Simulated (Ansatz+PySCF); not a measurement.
doublet CH₂N: levels of theory in one basis

```yaml
atoms:
  - { symbol: C, position_ang: [0.0000, 0.0000, 0.0092] }
  - { symbol: N, position_ang: [0.0000, 0.0000, -1.1784] }
  - { symbol: H, position_ang: [0.0000, 0.9355, 0.5846] }
  - { symbol: H, position_ang: [0.0000, -0.9355, 0.5846] }
```

Basis set: cc-pVTZ (spherical functions). Frozen core: 2 orbitals. Correlation on ROHF uses semicanonical orbitals with singles. Charge 0, multiplicity 2.

Computed with Ansatz (development build ahead of 0.2.0) and PySCF 2.14.0; each method stands on the lowest determinant of its kind that the runs found.

| method | E − E(ROHF) (eV) | <S²> of the determinant |
| --- | --- | --- |
| ROHF | 0.00 | 0.75 |
| UHF | -0.23 | 0.85 |
| ROHF-MP2 | -8.91 | – |
| UHF-MP2 | -8.77 | 0.85 |

Task: What does ROHF-CCSD(T) give on the same scale?

Result: -9.92 eV.

Caution for ROHF-MP2, UHF-MP2: forces differ strongly between restricted and unrestricted references.
